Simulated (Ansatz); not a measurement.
We consider fluorite SrCl₂, described by r²SCAN-D4 (Ansatz, a program for electronic structure, PAW).

Input:

Ansatz 0.2 input:
```yaml
crystal:
  lattice:
    - [0.0, 3.5304815022, 3.5304815022]
    - [3.5304815022, 0.0, 3.5304815022]
    - [3.5304815022, 3.5304815022, 0.0]
  atoms:
    - { symbol: Sr, position: [0.0, 0.0, 0.0] }
    - { symbol: Cl, position: [0.25, 0.25, 0.25] }
    - { symbol: Cl, position: [0.75, 0.75, 0.75] }
basis:
  ecutwfc: 560
  ecutrho_ratio: 4
  xc_grid: 3
kpoints:
  mp_grid: { grid: [8, 8, 8] }
hamiltonian:
  xc: r2scan
  dispersion: d4
  pseudopotentials: { kind: paw }
scf:
  occupations: { method: fermi_dirac, width: 0.01 }
  convergence: { dr2_threshold: 0.0000000003 }
output:
  forces: true
  stress: true
  eigenvalues: true
```

Excerpt of the program's output:

```
Crystal: 3 atoms, lattice volume = 88.010 Å³
Basis set: ecut = 560 eV, 2685 PW (Γ), exchange–correlation on 120×120×120 points (27 copies of the dense FFT grid, shifted against one another)
Bands: 16, of which v1, the nominal top of the filled ones, is band 12 counted from 1 (11 counted from 0)
Symmetry: 48 space group operations
Space group: Fm-3m (ITA 225), of the structure as read, at distance tolerance 4.4e-5 Å
k-points: 29 of 512
Functional: x = r2scan, c = r2scan; τ floored in thin density (d = 2e-4 eV/Å³)
SCF iter   1: F=—  HF=-5730.876066 eV  |F-HF|=—  |Δ(HF+E_count)|=         —  Δρ=3.99e-3  dr2=8.12e-3  dr2_τ=6.79e-3
SCF iter   2: F=—  HF=-5730.919626 eV  |F-HF|=—  |Δ(HF+E_count)|=   4.36e-2  Δρ=1.95e-3  dr2=1.61e-3  dr2_τ=1.65e-4
  ...
SCF iter   6: F=—  HF=-5730.919913 eV  |F-HF|=—  |Δ(HF+E_count)|=   5.02e-8  Δρ=2.11e-6  dr2=3.38e-9  dr2_τ=5.06e-9
SCF iter   7: F=-5730.919913 eV  HF=-5730.919913 eV  |F-HF|=7.00e-11  |Δ(HF+E_count)|=  1.50e-10  Δρ=4.77e-7  dr2=1.59e-10  dr2_τ=1.74e-11
SCF 1 converged in 7 iterations: F = -5730.919913 eV  dr2 = 1.59e-10
SCF converged after 7 iterations
Free energy (F): -5730.919913 eV
Internal energy: -5730.919913 eV  (E = F + TS)
E sigma→0 (E₀):  -5730.919913 eV
Fermi energy:    5.312052 eV
--- Forces (eV/Å), atoms counted from 1 ---
  atom   1  Sr    -0.00000000     0.00000000    -0.00000000
  atom   2  Cl    -0.00000000     0.00000000     0.00000000
  atom   3  Cl    -0.00000000    -0.00000000     0.00000000
--- Stress (GPa, compression-positive) ---
       -1.386638       0.000000       0.000000
        0.000000      -1.386638      -0.000000
       -0.000000       0.000000      -1.386638
  P = ⅓ Tr σ = -1.3866 GPa (-13.866 kbar)
```

The cell is one volume of an energy–volume scan, off the minimum.

The PAW data were made under PBE.

It cost roughly 3 core-seconds of CPU time.
